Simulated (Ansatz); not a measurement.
**C4H12N+ (tetramethylammonium): MP2/6-31G(d) (spherical functions)**

Aim: the energy change on altering one bond length of C4H12N+ (tetramethylammonium) at MP2/6-31G* (spherical functions), from 2 runs. 

Program for the calculation: Ansatz 0.2.0.

4 further runs of the same task are left out: 2 that didn't finish, 2 set aside as unsound or not needed.

## 1. The structure to begin with

The species is C4H12N+ (17 atoms), meant as a singlet with charge +1. As SMILES, `C[N+](C)(C)C`. The coordinates come from a PBE0-D4/def2-TZVP relaxation.

Bond lengths: C1–N2 1.490 Å, N2–C3 1.490 Å, N2–C4 1.490 Å, N2–C5 1.490 Å, C1–H6 1.089 Å, C1–H7 1.089 Å, C1–H8 1.089 Å, C3–H9 1.089 Å, C3–H10 1.089 Å, C3–H11 1.089 Å, C4–H12 1.089 Å, C4–H13 1.089 Å, C4–H14 1.089 Å, C5–H15 1.089 Å, C5–H16 1.089 Å, C5–H17 1.089 Å. Some angles: C1–N2–C3 109.5°, C1–N2–C4 109.5°, C1–N2–C5 109.5°, C3–N2–C4 109.5°, C3–N2–C5 109.5°, C4–N2–C5 109.5°, N2–C1–H6 109.0°, N2–C1–H7 109.0°, N2–C1–H8 109.0°, N2–C3–H9 109.0°.

## 2. A single-point energy at MP2/6-31G(d) (spherical functions)

Contents of input.yaml:

```yaml
basis:
  gaussian: {orbitals: 6-31G_st_-spherical.json}
crystal:
  periodic: [false, false, false]
  atoms:
    - {symbol: C, position_ang: [-0.234050, 0.553880, -1.362890]}
    - {symbol: N, position_ang: [-0.000000, -0.000000, 0.000000]}
    - {symbol: C, position_ang: [1.350380, 0.409550, 0.477270]}
    - {symbol: C, position_ang: [-0.079970, -1.486730, -0.047740]}
    - {symbol: C, position_ang: [-1.036350, 0.523300, 0.933360]}
    - {symbol: H, position_ang: [-0.172930, 1.639870, -1.318530]}
    - {symbol: H, position_ang: [0.526810, 0.165700, -2.037800]}
    - {symbol: H, position_ang: [-1.222700, 0.250490, -1.702900]}
    - {symbol: H, position_ang: [1.512860, -0.000060, 1.472720]}
    - {symbol: H, position_ang: [1.399290, 1.496580, 0.509740]}
    - {symbol: H, position_ang: [2.100630, 0.023780, -0.210770]}
    - {symbol: H, position_ang: [0.091340, -1.882340, 0.951870]}
    - {symbol: H, position_ang: [0.680870, -1.860010, -0.731020]}
    - {symbol: H, position_ang: [-1.069090, -1.776580, -0.398080]}
    - {symbol: H, position_ang: [-0.857060, 0.114230, 1.926140]}
    - {symbol: H, position_ang: [-2.019010, 0.218740, 0.577400]}
    - {symbol: H, position_ang: [-0.971000, 1.609600, 0.961230]}
total_charge: 1
correlation: {method: mp2, frozen_orbitals: {C: 1, H: 0, "N": 1}}
accuracy: high
```

The basis set 6-31G* is read from a file made from the Basis Set Exchange's data (not shown).

Started as:

```sh
$ ansatz run input.yaml --threads 1 --pin off --max-ram 3480MiB --events-out events.jsonl --progress --plain --runs-dir runs
```

Output:

```text
Warning: RAYON_NUM_THREADS=1 ignored (pool sized by the plan → 1); use --threads N
Functional definition: HF
  name "HF"
  exchange = exact_x
  correlation = 0
2495 factors; integrals over basis functions are off by at most 3.0e-9 eV
mean field evaluation 1: about -5784.1275 eV, gradient 3.4e1 eV
mean field evaluation 2: about -5784.1251 eV, gradient 3.4e1 eV
mean field evaluation 4: about -5787.3700 eV, gradient 3.6e0 eV
mean field evaluation 8: about -5787.4039 eV, gradient 1.6e-5 eV
mean field -5787.40389320 eV, -212.6831702319 hartree, gradient 2.9e-8 eV, S^2 0.000000; 0 other end points of the search recorded, 0 dependent functions left out
5 core orbitals not correlated: weight in the atoms' cores, before any rotation towards them, 1.000 or more for the frozen orbitals, at most 0.000 for the correlated occupied ones
reference -5787.40389320 eV, -212.6831702319 hartree; 16, 16 occupied and 73, 73 virtual orbitals, 2495 factors
second order -18.59187754 eV of doubles, -0.00000000 eV of singles
Total energy: -5805.99577074 eV, -213.3664091293 hartree
```

It took 4.2 s on 1 thread of Arm Neoverse V2, shared host; peak memory 0.31 GiB.

## 3. The distorted shape, same level

Contents of input.yaml:

```yaml
crystal:
  periodic: [false, false, false]
  atoms:
    - {symbol: C, position_ang: [-0.436614, 0.492445, -1.434483]}
    - {symbol: N, position_ang: [-0.202564, -0.061435, -0.071593]}
    - {symbol: C, position_ang: [1.350380, 0.409550, 0.477270]}
    - {symbol: C, position_ang: [-0.282534, -1.548165, -0.119333]}
    - {symbol: C, position_ang: [-1.238914, 0.461865, 0.861767]}
    - {symbol: H, position_ang: [-0.375494, 1.578435, -1.390123]}
    - {symbol: H, position_ang: [0.324246, 0.104265, -2.109393]}
    - {symbol: H, position_ang: [-1.425264, 0.189055, -1.774493]}
    - {symbol: H, position_ang: [1.512860, -0.000060, 1.472720]}
    - {symbol: H, position_ang: [1.399290, 1.496580, 0.509740]}
    - {symbol: H, position_ang: [2.100630, 0.023780, -0.210770]}
    - {symbol: H, position_ang: [-0.111224, -1.943775, 0.880277]}
    - {symbol: H, position_ang: [0.478306, -1.921445, -0.802613]}
    - {symbol: H, position_ang: [-1.271654, -1.838015, -0.469673]}
    - {symbol: H, position_ang: [-1.059624, 0.052795, 1.854547]}
    - {symbol: H, position_ang: [-2.221574, 0.157305, 0.505807]}
    - {symbol: H, position_ang: [-1.173564, 1.548165, 0.889637]}
basis:
  gaussian:
    orbitals: 6-31G_st_-spherical.json
total_charge: 1
correlation:
  method: mp2
  frozen_orbitals: {C: 1, H: 0, "N": 1}
accuracy: high
```

The basis set 6-31G* is read from a file made from the Basis Set Exchange's data (not shown).

Started as:

```sh
$ ansatz run input.yaml --threads 1 --pin off --max-ram 3480MiB --events-out events.jsonl --progress --plain --runs-dir runs
```

Output:

```text
Warning: RAYON_NUM_THREADS=1 ignored (pool sized by the plan → 1); use --threads N
Functional definition: HF
  name "HF"
  exchange = exact_x
  correlation = 0
2489 factors; integrals over basis functions are off by at most 3.1e-9 eV
mean field evaluation 1: about -5783.7779 eV, gradient 3.3e1 eV
mean field evaluation 2: about -5783.7753 eV, gradient 3.3e1 eV
mean field evaluation 4: about -5786.8702 eV, gradient 3.5e0 eV
mean field evaluation 8: about -5786.9025 eV, gradient 3.1e-5 eV
mean field -5786.90249244 eV, -212.6647440936 hartree, gradient 4.3e-8 eV, S^2 0.000000; 0 other end points of the search recorded, 0 dependent functions left out
5 core orbitals not correlated: weight in the atoms' cores, before any rotation towards them, 1.000 or more for the frozen orbitals, at most 0.000 for the correlated occupied ones
reference -5786.90249244 eV, -212.6647440936 hartree; 16, 16 occupied and 73, 73 virtual orbitals, 2489 factors
second order -18.64729886 eV of doubles, -0.00000000 eV of singles
Total energy: -5805.54979129 eV, -213.3500196871 hartree
```

Run time: 4.2 s. Hardware: 1 thread of Arm Neoverse V2, shared host; peak memory 0.3 GiB.

## 4. Outcome

At MP2/6-31G* (spherical functions), 5 core orbitals frozen:

| quantity | value |
| --- | --- |
| first shape: total energy | -213.36641 Eh |
| first shape: correlation energy (5 core orbitals frozen) | -683.2 mEh |
| distorted shape: total energy | -213.35002 Eh |
| distorted shape: correlation energy (5 core orbitals frozen) | -685.3 mEh |
| energy change with the N2–C3 bond stretched from 1.490 to 1.713 Å | 0.446 eV |

**Reading.** With the N2–C3 bond stretched from 1.490 to 1.713 Å the energy rises by 0.45 eV (43.0 kJ/mol). The first shape isn't relaxed at this level, so the change isn't measured from a minimum.
